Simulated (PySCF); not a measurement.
PySCF run on PO⁻

File input.py (PySCF 2.14):

```python
from pyscf import gto, scf

mol = gto.M(
    atom='P 0 0 0; O 0 0 1.765',
    basis='cc-pvdz',
    charge=-1,
    spin=2,
    verbose=4,
)
mf = scf.ROHF(mol)
mf.kernel()
mf.dip_moment()
print('orbital energies (hartree):', mf.mo_energy[..., max(0, mol.nelec[1]-3):mol.nelec[0]+3].round(4))
```

```bash
$ OMP_NUM_THREADS=1 python input.py
```

The log (some set-up lines and the per-cycle HOMO/LUMO lines with their warnings removed):

```
PySCF version 2.14.0

[INPUT] Symbol           X                Y                Z      unit          X                Y                Z       unit  Magmom
[INPUT]  1 P      0.000000000000   0.000000000000   0.000000000000 AA    0.000000000000   0.000000000000   0.000000000000 Bohr   0.0
[INPUT]  2 O      0.000000000000   0.000000000000   1.765000000000 AA    0.000000000000   0.000000000000   3.335366609857 Bohr   0.0

nuclear repulsion = 35.9780540002266
number of shells = 10
number of NR pGTOs = 67
number of NR cGTOs = 32
basis = cc-pvdz
ecp = {}

******** <class 'pyscf.scf.rohf.ROHF'> ********
method = ROHF
initial guess = minao
damping factor = 0
level_shift factor = 0
DIIS = <class 'pyscf.scf.diis.CDIIS'>
SCF conv_tol = 1e-09
SCF max_cycles = 50
num. doubly occ = 11  num. singly occ = 2
init E= -415.07704778895
cycle= 1 E= -415.398963816899  delta_E= -0.322  |g|= 0.729  |ddm|= 1.09
cycle= 2 E= -415.090903859248  delta_E= 0.308  |g|= 1.19  |ddm|= 0.956
cycle= 3 E= -415.52304372338  delta_E= -0.432  |g|= 0.177  |ddm|= 0.715
cycle= 4 E= -415.53162651042  delta_E= -0.00858  |g|= 0.0434  |ddm|= 0.0876
cycle= 5 E= -415.532489343476  delta_E= -0.000863  |g|= 0.0208  |ddm|= 0.0373
cycle= 6 E= -415.532776843426  delta_E= -0.000287  |g|= 0.0156  |ddm|= 0.024
cycle= 7 E= -415.533015158748  delta_E= -0.000238  |g|= 0.00444  |ddm|= 0.0385
cycle= 8 E= -415.533027872791  delta_E= -1.27e-05  |g|= 0.000833  |ddm|= 0.00922
cycle= 9 E= -415.533028084983  delta_E= -2.12e-07  |g|= 0.000348  |ddm|= 0.000803
cycle= 10 E= -415.533028117222  delta_E= -3.22e-08  |g|= 5.7e-05  |ddm|= 0.000193
cycle= 11 E= -415.533028118313  delta_E= -1.09e-09  |g|= 4.23e-06  |ddm|= 5.09e-05
cycle= 12 E= -415.533028118324  delta_E= -1.16e-11  |g|= 1.11e-06  |ddm|= 1.15e-05
Extra cycle  E= -415.533028118325  delta_E= -4.55e-13  |g|= 6e-07  |ddm|= 1.25e-06
converged SCF energy = -415.533028118325

WARN: System has nonzero charge -1; the dipole moment is origin-dependent.
Location of origin: [0. 0. 0.]

Dipole moment(X, Y, Z, Debye):  0.00000, -0.00000, -5.32935
orbital energies (hartree): [-0.1733 -0.1705 -0.1705  0.1312  0.1312  0.4348  0.7625  0.851 ]
```

In short: E(SCF) = -415.533028 Eh, 12 cycles.

It ran on Arm Neoverse V2 (1 thread, shared host) in 0.59 s, peak memory 0.11 GiB.

The basis has no diffuse functions, which an anion needs. The bond length is a typed value, not an optimised one. The dipole of an ion depends on the origin. No search for the lowest solution was made.
